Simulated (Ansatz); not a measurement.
# PH (quintet): wave-function methods side by side, cc-pVTZ

How much of the correlation energy of PH (quintet) does each wave-function method recover here?

Computed with Ansatz 0.2.0, Gaussian basis. Level: cc-pVTZ, core rule «outside noble gas», up to 5 orbitals frozen.

Plan: UHF; CCSD(T) on ROHF; CCSD(T) on UHF; BCCD(T) on ROHF; CISD; CCSDT(Q) on ROHF; CCSDT(Q) on UHF; CASSCF and MRCISD+Q, 6 electrons in 5 orbitals; CASSCF and NEVPT4(SD), 6 electrons in 5 orbitals; CASSCF and NEVPT2, 6 electrons in 5 orbitals; Full CI in the symmetry of the determinant.

19 further runs of the same task are left out: 7 that didn't finish, 12 set aside as unsound or not needed.

### Step 1. The geometry

The geometry is a PBE0/def2-TZVP stationary point (not a proven minimum) of the parent state, kept for this charge and spin.

2 atoms, charge 0, spin multiplicity 5.

Atoms are counted from 1 here; the program's logs count them from 0.

Bond lengths: P1–H2 1.428 Å.

### Step 2. UHF

in.yaml reads:

```yaml
crystal:
  periodic: [false, false, false]
  atoms:
    - {symbol: P, position_ang: [0.000000, 0.000000, 0.000000]}
    - {symbol: H, position_ang: [0.000000, 0.000000, 1.428200]}
basis:
  gaussian: {orbitals: cc-pVTZ}
magnetization: {spin_polarized: true, initial_magnetization: 4}
hamiltonian: {xc: hf}
output: {orbitals: {seedname: orbitals}}
```

The run is started by

```console
ansatz run in.yaml --threads 1 --pin off --events-out ev --progress --plain --max-ram 2393MiB
```

The runs that follow: CCSD(T) on ROHF; CCSD(T) on UHF; BCCD(T) on ROHF; CISD; CCSDT(Q) on ROHF; CCSDT(Q) on UHF; CASSCF and MRCISD+Q, 6 electrons in 5 orbitals; CASSCF and NEVPT4(SD), 6 electrons in 5 orbitals; CASSCF and NEVPT2, 6 electrons in 5 orbitals; Full CI in the symmetry of the determinant.

Q: Predict the results of all the runs planned. Wanted: FCI below the RHF energy; RMP2 from FCI; UMP2 from FCI; RCCSD from FCI; RCCSD(T) from FCI; UCCSD(T) from FCI; RCCSDT(Q) from FCI; UCCSDT(Q) from FCI; NEVPT2 valence from FCI.

**Answer**, as computed:

| quantity | value |
| --- | --- |
| FCI below the RHF energy | -3.0931 eV |
| RMP2 from FCI | +644.7 meV |
| UMP2 from FCI | +682.5 meV |
| RCCSD from FCI | +133.9 meV |
| RCCSD(T) from FCI | +25.9 meV |
| UCCSD(T) from FCI | +24.2 meV |
| RCCSDT(Q) from FCI | +0.8 meV |
| UCCSDT(Q) from FCI | -1.3 meV |
| NEVPT2 valence from FCI | +747.9 meV |
| NEVPT4(SD) valence from FCI | +110.9 meV |
| MRCISD+Q valence from FCI | +46.9 meV |
| levels within 1 kcal/mol (43 meV) | RCCSD(T), UCCSD(T), BCCD(T), RCCSDT, UCCSDT, RCCSDT(Q), UCCSDT(Q) |
| T1 diagnostic | 0.024 |
| effectively unpaired electrons | 4.02 |

What this shows: RCCSD(T) lands +25.9 meV from the yardstick (0.8 % of the correlation energy). One determinant dominates. Of the multireference levels listed MRCISD+Q valence comes nearest in total energy (+46.9 meV), which doesn't show that its space is the better one. These misses are within one basis, not against nature; the frozen cores of restricted and unrestricted runs differ, which can shift their rows.
